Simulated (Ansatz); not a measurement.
Process, species as SMILES: Cl[O] (O-Cl) → ClO+ (triplet, bonded as Cl[O]) + e-
B3LYP-D3(BJ)/def2-TZVP geometries, fixed; electronic energies without zero-point terms.
Largest species:
```
Cl
O 1 1.5797
```
Charge 0, spin multiplicity 2.

Basis-set convergence of the adiabatic ionisation energy at CCSD(T) with Ansatz (a program for electronic structure). Cartesian d functions, on some or all atoms, in 6-311+G**; all else is spherical. Cores are frozen. Open shells are unrestricted. No added dispersion term, no relativity. Functions are those of the species that has most. Reference: Hartree-Fock in aug-cc-pV(Q+d)Z plus the correlation part extrapolated as X^-3 from aug-cc-pV(T+d)Z and aug-cc-pV(Q+d)Z, 10.874 eV, itself unsure by roughly 0.028 eV (a third of the extrapolation step and of the last Hartree-Fock step). Deviations are taken from unrounded values.

| basis | functions | adiabatic ionisation energy (eV) | minus reference (eV) |
|---|---|---|---|
| STO-3G | 14 | 9.112 | -1.762 |
| 3-21G | 22 | 10.756 | -0.118 |
| 6-31G | 22 | 11.089 | 0.215 |
| pcseg-0 | 22 | 11.280 | 0.406 |
| pcseg-1 | 32 | 10.528 | -0.346 |
| aug-pcseg-1 | 50 | 10.660 | -0.214 |
| def2-SVPD | 50 | 10.768 | -0.107 |
| 6-311+G** | 53 | 10.459 | -0.416 |
| aug-cc-pV(D+d)Z | 55 | 10.637 | -0.237 |
| 6-311++G(2d,2p) | 62 | 10.588 | -0.286 |
| cc-pV(T+d)Z | 69 | 10.581 | -0.293 |
| def2-TZVPPD | 91 | 10.677 | -0.197 |
| aug-cc-pV(T+d)Z | 101 | 10.727 | -0.147 |
| cc-pV(Q+d)Z | 119 | 10.750 | -0.124 |
| pcseg-3 | 124 | 10.749 | -0.126 |
| def2-QZVPPD | 145 | 10.777 | -0.097 |
| aug-cc-pV(Q+d)Z | 169 | 10.805 | -0.069 |
| cc-pV(5+d)Z | 191 | 10.806 | -0.068 |
